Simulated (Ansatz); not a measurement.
A calculation with Ansatz (development build ahead of 0.2.0).

```yaml
crystal:
  periodic: [false, false, false]
  atoms:
    - { symbol: S, position_ang: [0.0008, -0.00672, -0.94462] }
    - { symbol: S, position_ang: [-0.0017, 0.00711, 0.95881] }
basis:
  gaussian: { orbitals: def2-TZVP }
magnetization:
  spin_polarized: true
  initial_magnetization: 2
hamiltonian:
  xc: hf
```

The input is written out in the form of the current development build from the run's settings.

Output:

```
Converged                       : yes
Total energy                    : -795.08466 hartree
Spin squared of the determinant : 2.056
```
